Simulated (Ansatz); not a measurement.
**CCSDT/STO-3G run of BSiH5 (boranylsilane)**

Aim: the energy change on altering one bond length of BSiH5 (boranylsilane) at CCSDT/STO-3G, from 2 runs. 

The calculation is run with Ansatz 0.2.0.

47 further runs of the same task are left out: 47 set aside as unsound or not needed.

### 1 The molecule

The species is BSiH5 (7 atoms), meant as a singlet with charge 0. SMILES: `B[SiH3]`. The coordinates come from a PBE0-D4/def2-TZVP relaxation.

Bond lengths: B1–Si2 2.010 Å, B1–H3 1.196 Å, B1–H4 1.195 Å, Si2–H5 1.492 Å, Si2–H6 1.492 Å, Si2–H7 1.487 Å. Angles: B1–Si2–H5 108.8°, B1–Si2–H6 108.8°, B1–Si2–H7 115.1°, Si2–B1–H3 118.9°, Si2–B1–H4 123.6°, H5–Si2–H6 107.3°, H5–Si2–H7 108.3°, H6–Si2–H7 108.3°, H3–B1–H4 117.5°.

### 2 A single-point energy at CCSDT/STO-3G

input.yaml

```yaml
crystal:
  periodic: [false, false, false]
  atoms:
    - symbol: B
      position_ang: [-0.043200, -1.189000, 0.204300]
    - symbol: Si
      position_ang: [0.089100, 0.785300, -0.148500]
    - symbol: H
      position_ang: [-1.126000, -1.690600, 0.290100]
    - symbol: H
      position_ang: [0.906400, -1.902500, 0.335400]
    - symbol: H
      position_ang: [-0.616000, 1.093400, -1.427200]
    - symbol: H
      position_ang: [-0.623600, 1.516700, 0.939600]
    - symbol: H
      position_ang: [1.474500, 1.318800, -0.239500]
basis:
  gaussian:
    orbitals: STO-3G
correlation:
  method: ccsdt
  frozen_orbitals: {B: 1, H: 0, Si: 5}
accuracy: high
scf:
  omitted_lower_state_checks: [cluster_reference, increment]
```

Started as:

```
ansatz run input.yaml --threads 1 --pin off --max-ram 2610MiB --events-out events.jsonl --progress --plain --runs-dir runs
```

Standard output, shortened:

```text
Warning: RAYON_NUM_THREADS=1 ignored (pool sized by the plan → 1); use --threads N
Functional definition: HF
  name "HF"
[...]
334 factors; integrals over basis functions are off by at most 1.3e-8 eV
[...]
mean field -8512.87781859 eV, -312.8424895974 hartree, gradient 2.9e-8 eV, S^2 0.000000; 0 other end points of the search recorded, 0 dependent functions left out
6 core orbitals not correlated: weight in the atoms' cores, before any rotation towards them, 1.000 or more for the frozen orbitals, at most 0.000 for the correlated occupied ones
reference -8512.87781859 eV, -312.8424895974 hartree; 6, 6 occupied and 7, 7 virtual orbitals, 334 factors
second order -2.05144123 eV of doubles, -0.00000000 eV of singles
cycle   1  -2.66232661 eV  change   -6.1e-1 eV  update   6.4e-2
[...]
cycle  20  -3.01748375 eV  change  -2.3e-10 eV  update   1.0e-9
Total energy: -8515.89530234 eV, -312.9533800798 hartree
Checks for a lower state left out: cluster_reference, increment
```

It took 0.22 s on 1 thread of Arm Neoverse V2, shared host.

### 3 The distorted shape at the same level

run.yaml

```yaml
basis:
  gaussian:
    orbitals: STO-3G
crystal:
  periodic: [false, false, false]
  atoms:
    - {symbol: B, position_ang: [-0.280567, -1.010650, 0.171530]}
    - {symbol: Si, position_ang: [-0.148267, 0.963650, -0.181270]}
    - {symbol: H, position_ang: [-1.363367, -1.512250, 0.257330]}
    - {symbol: H, position_ang: [0.906400, -1.902500, 0.335400]}
    - {symbol: H, position_ang: [-0.853367, 1.271750, -1.459970]}
    - {symbol: H, position_ang: [-0.860967, 1.695050, 0.906830]}
    - {symbol: H, position_ang: [1.237133, 1.497150, -0.272270]}
scf:
  omitted_lower_state_checks: [cluster_reference, increment]
correlation:
  method: ccsdt
  frozen_orbitals: {B: 1, H: 0, Si: 5}
accuracy: high
```

Started as:

```
ansatz run run.yaml --threads 1 --pin off --max-ram 2610MiB --events-out events.jsonl --progress --plain --runs-dir runs
```

Standard output, shortened:

```text
Warning: RAYON_NUM_THREADS=1 ignored (pool sized by the plan → 1); use --threads N
[... 2 set-up lines as earlier in the session ...]
[...]
334 factors; integrals over basis functions are off by at most 9.9e-9 eV
[...]
mean field -8511.59781875 eV, -312.7954504707 hartree, gradient 4.1e-9 eV, S^2 0.000000; 0 other end points of the search recorded, 0 dependent functions left out
6 core orbitals not correlated: weight in the atoms' cores, before any rotation towards them, 1.000 or more for the frozen orbitals, at most 0.000 for the correlated occupied ones
reference -8511.59781875 eV, -312.7954504707 hartree; 6, 6 occupied and 7, 7 virtual orbitals, 334 factors
second order -2.25325718 eV of doubles, -0.00000000 eV of singles
cycle   1  -2.93654753 eV  change   -6.8e-1 eV  update   7.0e-2
[...]
cycle  21  -3.35530697 eV  change    1.2e-9 eV  update   1.2e-9
Total energy: -8514.95312571 eV, -312.9187557274 hartree
Checks for a lower state left out: cluster_reference, increment
```

Run time: 0.2 s. Hardware: 1 thread of Arm Neoverse V2, shared host.

### 4 Outcome

Level: CCSDT/STO-3G, 6 core orbitals frozen.

```
                                                         quantity          value
                                        first shape: total energy  -312.95338 Eh
         first shape: correlation energy (6 core orbitals frozen)     -110.9 mEh
                                       first shape: T1 diagnostic          0.006
                                    distorted shape: total energy  -312.91876 Eh
     distorted shape: correlation energy (6 core orbitals frozen)     -123.3 mEh
                                   distorted shape: T1 diagnostic          0.006
energy change with the B1–H4 bond stretched from 1.195 to 1.494 Å       0.942 eV
```

What this shows: With the B1–H4 bond stretched from 1.195 to 1.494 Å the energy rises by 0.94 eV (21.7 kcal/mol). The first shape isn't relaxed at this level, so the change isn't measured from a minimum. The minimal basis adds a large error of its own.
